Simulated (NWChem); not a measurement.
A series in which one site is exchanged, each optimised at PBE0/def2-SVP with NWChem, gas phase unless a solvent is named. For some, no frequency run checked for a minimum. def2 effective core potentials on Sn; no spin-orbit coupling.

A: [SiH3][GeH3] (GeSiH6; site = Ge)
B: C[SiH3] (CH6Si; site = C)
C: [SiH3][SiH3] (Si₂H₆; site = Si)
D: [SiH3][SnH3] (SnSiH₆; site = Sn)

Rank them by vertical ionisation energy, ΔSCF, PBE/def2-SVP (eV), lowest first.

D (9.86), A (10.27), C (10.40), B (11.23)
